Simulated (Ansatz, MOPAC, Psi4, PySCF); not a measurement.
Molecule: disilane, Si2H6, charge 0, multiplicity 1. SMILES: [SiH3][SiH3]
Coordinates optimised at B3LYP-D3(BJ)/def2-TZVP (Ansatz, a quantum-chemistry and plane-wave program):
```xyz
8

Si     0.0002    -0.0110     1.1721
Si    -0.0002     0.0110    -1.1721
H     -0.0004     1.3752     1.6997
H     -1.2040    -0.7120     1.6803
H      1.2055    -0.7108     1.6798
H      0.0004    -1.3752    -1.6997
H     -1.2055     0.7108    -1.6798
H      1.2040     0.7120    -1.6803
```

Wanted: enthalpy of formation at 298 K, in kcal/mol. Conventions: UHF or UKS for open shells; non-relativistic; dispersion terms only where a functional's name holds one; 6-31G* and kin with 6d, 5d where marked; PM7 with its own dispersion and hydrogen-bond terms; spin-orbit terms left out; 6-311+G** with 5d, 6d on Na to Ar in Ansatz; valence correlation only. CBS marks a two-point X^-3 extrapolation of the correlation energy; Hartree-Fock from the larger set. The bracket is a focal-point correction in the basis named. Ab initio and DFT rows: single points at B3LYP-D3(BJ) geometries (Ansatz), with unscaled harmonic terms from B3LYP/6-31G* (Ansatz) at its own minima, enthalpies of formation by atomisation with measured atoms. Semi-empirical rows: MOPAC heats of formation at their own minima for 298 K.

Measured values: G2/97 table in ASE (Curtiss et al.); they hold spin-orbit and core effects, anharmonicity. For [SiH3][SiH3] (Si2H6) (enthalpy of formation at 298 K) the tabulated value and RI-MP2/CBS(def2-TZVPPD,def2-QZVPPD)+[CCSD(T)-MP2]/def2-TZVPPD (Ansatz) part by 5.6 kcal/mol: another conformer or state, missing terms or a fault of the table's entry are possible. 

Value to compare with, the measured value: 19.1 kcal/mol.

| level | program | enthalpy of formation at 298 K (kcal/mol) | error |
|---|---|---|---|
| PM7 | MOPAC | 20.5 | 1.4 |
| MNDO | MOPAC | 22.4 | 3.3 |
| B3LYP/3-21G | Ansatz | 48.4 | 29.3 |
| wB97X-D/6-311+G** | Psi4 | 19.9 | 0.8 |
| MP2/STO-3G | Ansatz | -97.0 | -116.1 |
| B3PW91/6-31G* (5d) | PySCF | 27.8 | 8.7 |
| wB97X-V/def2-TZVPD | Ansatz | 9.3 | -9.8 |
| RI-MP2/CBS(def2-TZVPPD,def2-QZVPPD)+[CCSD(T)-MP2]/def2-TZVPPD | Ansatz | 13.5 | -5.6 |

Among the 6 habitual levels, MP2/STO-3G lies farthest from the measured value (-116.1 kcal/mol); 5 of 6 lie above it, and their mean absolute error is 26.6 kcal/mol, the median 6.0. One case shows no general order.

The levels are drawn from those run, B3LYP/6-31G* more often than the rest, none by its result; left out are runs that failed, that the program found above a lower state of the same kind, or whose <S^2> lies over 0.5 above the pure value.
